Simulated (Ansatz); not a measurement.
# CH3Cl (singlet): wave-function methods side by side, cc-pV(D+d)Z

An exercise on one series of results from a longer session: the logs are not shown, and one member is left open.

The runs use Ansatz 0.2.0, Gaussian basis; cc-pV(D+d)Z, core rule «outside noble gas», up to 6 orbitals frozen.

Plan: UHF; CCSD(T) on RHF; CCSDT(Q) on RHF; CCSDTQ on RHF.

2 further runs of the same task are left out: 2 set aside as unsound or not needed.

## The system

The geometry is an MP2(full)/6-31G* stationary point (not a proven minimum).

5 atoms, charge 0, spin multiplicity 1.

Atoms are counted from 1 here; the program's logs count them from 0.

Bond lengths: C1–Cl2 1.777 Å, C1–H3 1.088 Å, C1–H4 1.088 Å, C1–H5 1.088 Å. Angles: Cl2–C1–H3 108.9°, Cl2–C1–H4 108.9°, Cl2–C1–H5 108.9°, H3–C1–H4 110.0°, H3–C1–H5 110.0°, H4–C1–H5 110.0°.

Coordinates:

```xyz
5
charge 0, multiplicity 1
C     0.0000    0.0000   -1.2269
Cl    0.0000    0.0000    0.5504
H     0.0000    1.0293   -1.5798
H     0.8914   -0.5147   -1.5798
H    -0.8914   -0.5147   -1.5798
```

Set-up of the first run:

in.yaml reads:

```yaml
crystal:
  periodic: [false, false, false]
  atoms:
    - {symbol: C, position_ang: [0.000000, 0.000000, -1.226936]}
    - {symbol: Cl, position_ang: [0.000000, 0.000000, 0.550404]}
    - {symbol: H, position_ang: [0.000000, 1.029318, -1.579827]}
    - {symbol: H, position_ang: [0.891415, -0.514659, -1.579827]}
    - {symbol: H, position_ang: [-0.891415, -0.514659, -1.579827]}
basis:
  gaussian: {orbitals: "cc-pV(D+d)Z.json"}
magnetization: {spin_polarized: true, initial_magnetization: 0}
hamiltonian: {xc: hf}
output: {orbitals: {seedname: orbitals}}
```

On the command line:

```sh
ansatz run in.yaml --threads 1 --pin off --events-out ev --progress --plain --max-ram 3328MiB --backend cpu
```

Among the steps run: UHF; CCSD(T) on RHF; CCSDT(Q) on RHF; CCSDTQ on RHF.

One of the session's tables, all rows but one given; the rest of the session is left out.

| method | from RCCSDTQ (meV) |
| --- | --- |
| RHF | +8927.7 |
| RMP2 | +1086.7 |
| RCCSD | +235.3 |
| RCCSD(T) | +29.7 |
| RCCSDT | ? |
| RCCSDT(Q) | -0.2 |
| RCCSDTQ | 0 |

Q: Estimate the row for RCCSDT from the others.

As computed: from RCCSDTQ (meV): +14.5. In the column «from RCCSDTQ (meV)» it lies between RCCSDTQ (0) and RCCSD(T) (+29.7).
